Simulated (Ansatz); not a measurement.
# BeBH+ (doublet): wave-function methods side by side, cc-pVTZ

One table from this session's results is given with a row withheld; the runs are named, their logs left out.

Method: cc-pVTZ, core rule «outside noble gas», up to 2 orbitals frozen; program: Ansatz 0.2.0, Gaussian basis.

The runs, in order: UHF; CCSD(T) on ROHF; CCSD(T) on UHF; BCCD(T) on ROHF; CCSDT(Q) on ROHF; CCSDT(Q) on UHF.

28 further runs of the same task are left out: 10 for a known fault of the program, 9 that didn't finish, 9 set aside as unsound or not needed.

### The system

The geometry is a PBE0/def2-TZVP stationary point (not a proven minimum) of the parent state, kept for this charge and spin.

3 atoms, charge 1, spin multiplicity 2.

Atoms are counted from 1 here; the program's logs count them from 0.

Bond lengths: B1–Be2 2.042 Å, Be2–H3 1.345 Å. Angles: B1–Be2–H3 180.0°.

The first run:

Input file in.yaml:

```yaml
crystal:
  periodic: [false, false, false]
  atoms:
    - {symbol: B, position_ang: [0.000000, 0.000000, 1.809825]}
    - {symbol: Be, position_ang: [0.000000, 0.000000, -0.232573]}
    - {symbol: H, position_ang: [0.000000, 0.000000, -1.577252]}
basis:
  gaussian: {orbitals: cc-pVTZ}
total_charge: 1
magnetization: {spin_polarized: true, initial_magnetization: 1}
hamiltonian: {xc: hf}
output: {orbitals: {seedname: orbitals}}
```

Started as:

```console
> ansatz run in.yaml --threads 1 --pin off --events-out ev --progress --plain --max-ram 2393MiB
```

Among the steps run: UHF; CCSD(T) on ROHF; CCSD(T) on UHF; BCCD(T) on ROHF; CCSDT(Q) on ROHF; CCSDT(Q) on UHF.

One of the session's tables, all rows but one given; the rest of the session is left out.

It belongs to the step «Misses and costs». 

```
   method  from UCCSDT(Q) (kcal/mol)
     ROHF                     +64.77
      UHF                     +62.96
     RMP2                     +17.98
     UMP2                     +17.66
    RCCSD                          ?
    UCCSD                      +1.42
 RCCSD(T)                      +0.40
 UCCSD(T)                      +0.37
  BCCD(T)                      +0.38
   RCCSDT                      +0.04
   UCCSDT                      +0.02
RCCSDT(Q)                      +0.01
UCCSDT(Q)                          0
```

Q: Estimate the row for RCCSD from the others.

The run gave: from UCCSDT(Q) (kcal/mol): +1.54. In the column «from UCCSDT(Q) (kcal/mol)» it lies between UCCSD (+1.42) and UMP2 (+17.66).

Limits of these values: Restricted and unrestricted rows rest on different reference determinants; where their highest levels disagree by more than a few hundredths of an eV, they describe different states and don't form one ladder.
